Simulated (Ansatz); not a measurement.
**Loss of C2H6: C3H8N → CH2N + C2H6**

Species: C3H8N `[CH2]N(C)C`, doublet; CH2N `C=[N]`, doublet; C2H6 (ethane) `CC`, singlet. 

Shapes, held fixed at every level: PBE0-D4/def2-TZVP. Flexible molecules stand in one conformer, not always the lowest. Programs: Ansatz 0.2.0. The zero-point and thermal change to 298 K, harmonic and unscaled (PBE0-D4/def2-TZVP), is -13.6 kJ/mol.

| level | kind | ΔH(298 K) (kJ/mol) | CPU time (sum over the molecules) |
| --- | --- | --- | --- |
| HF/def2-SVP | Hartree–Fock | -37.8 | – |
| HF/def2-TZVPP | Hartree–Fock | -53.9 | – |
| PBE-D4/def2-TZVPP | GGA | +27.9 | 18 s |
| PBE0-D4/def2-TZVPP | global hybrid | +30.6 | 22 s |
| r2SCAN0-D4/def2-TZVPP | global hybrid | +22.5 | 39 s |
| wB97X-V/def2-TZVPP | range-separated hybrid | +20.2 | 53 s |
| B2PLYP/def2-TZVPP | double hybrid | +4.5 | 34 s |

B2PLYP/def2-TZVPP gives ΔH(298 K) = +4.5 kJ/mol; the levels span -53.9 to +30.6. They disagree on the sign: 5 of 7 are positive. The median of the levels is +20.2. No measured value is set beside it here. Spin contamination: CH2N (⟨S²⟩ up to 0.93). Open shells run unrestricted unless RO is named. Times are processor times on shared x86 and Arm servers, and rough.
